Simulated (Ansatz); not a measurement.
**AlCCl, triplet: the ladder up to UCCSDT(Q)**

Geometry: that of the AlCCl, singlet, kept fixed.

```xyz
3

Al    0.0000   -0.0844    1.9185
C     0.0000    0.4145    0.0736
Cl    0.0000   -0.0762   -1.4850
```

Basis cc-pVDZ; Ansatz 0.2.0. Correlated methods freeze the noble-gas cores, which leaves 14 electrons in 39 orbitals. Prefix R: restricted or restricted open-shell reference; prefix U: unrestricted. Active spaces: valence = (12e, 11o, short of the full valence) chosen from the atoms' valence shells.

Full CI isn't at hand for all of this; UCCSDT(Q) serves as the reference, and is uncertain by the last step of the cluster series or more. The frozen core follows each run's orbitals, which can shift R against U totals by a few meV.

Unrestricted rows (U) aren't spin-pure: their determinants' ⟨S²⟩ exceeds S(S+1) by up to 0.20, so they mix in states of higher spin. For open shells CISD is restricted-active-space CI with the open shells as a complete middle space.

```
UHF ⟨S²⟩                          : 2.203
T1 diagnostic (RCCSD)             : 0.0381
largest doubles amplitude (RCCSD) : 0.091
T1 diagnostic (UCCSD)             : 0.0429
```

```
   level  E − E(RHF) (eV)
     UHF          -0.3062
    RMP2          -7.4289
    UMP2          -7.3402
   RCCSD          -8.4575
   UCCSD          -8.4615
RCCSD(T)          -8.7228
UCCSD(T)          -8.7203
```

**Question.** Estimate how far UCCSDT(Q) in cc-pVDZ lies from RCCSD(T). The table doesn't fix it; the size of (T) and the diagnostics are the guide.

**Answer.** UCCSDT(Q) in cc-pVDZ lies 6.2 kJ/mol below RCCSD(T), which is 24 % of the (T) step (-25.6 kJ/mol). T1 is raised, but (T) still catches most of what CCSD lacks. The miss exceeds 1 kcal/mol.

The other levels:

```tsv
level	E − E(UCCSDT(Q)) (kJ/mol)	share of correlation (%)	wall time
CISD	120.5	85.78	7.5 s
BCCD(T)	5.7	99.33	5.5 s
RCCSDT	2.3	99.73	–
UCCSDT	2.2	99.74	–
RCCSDT(Q)	0.3	99.96	60 s
CASSCF (valence space)	633.4	25.29	–
NEVPT2 (valence space)	120.5	85.79	21 s
```

The correlation energy at UCCSDT(Q), counted from RHF, is -8.787 eV. That run took 55 s on 1 thread of Arm Neoverse V1, shared host.

Times hold each run's SCF and search for its determinant on a shared host, so for small cases they say little of a method's own cost; they ran on 1 thread of Arm Neoverse V1. Some runs computed forces too.

Natural occupations of CASSCF (valence space) about the gap: 1.978 1.971 1.890 1.005 1.001 0.069 0.051 0.033 0.019; effectively unpaired electrons, Σ n²(2−n)², 2.08.
